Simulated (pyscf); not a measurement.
A first-order saddle from PySCF, ωB97X-D3(BJ)/def2-SVP:

```
Si
F 1 1.5967
F 1 1.5969 2 108.91
F 1 1.5971 2 108.20 3 117.36
O 1 1.6970 2 111.89 4 118.22
H 5 1.1536 1 104.62 2 61.60
H 5 1.1620 6 140.48 1 179.87
```
Charge 0, spin multiplicity 2.

Surface: doublet, charge 0. Lowest wavenumbers (cm⁻¹): 2816i, 130, 213, 224, 289.

Question: Name the species on either side of this saddle.

Answer: HO–Si(F)(F)–F (SMILES O[Si](F)(F)F) + H• (SMILES [H]) ⇌ HO–Si(F)(F)–F (SMILES O[Si](F)(F)F) + H• (SMILES [H]), a substitution at O read from left to right: H–O broken and H–O formed. At ωB97M-D3(BJ)/def2-TZVP it lies +35.4 kcal/mol from the left side and +35.4 kcal/mol from the right (each side as separated species at their lowest minima found). One saddle was located; it need not be the lowest between these sides. The angle at the attacked O is 140°.
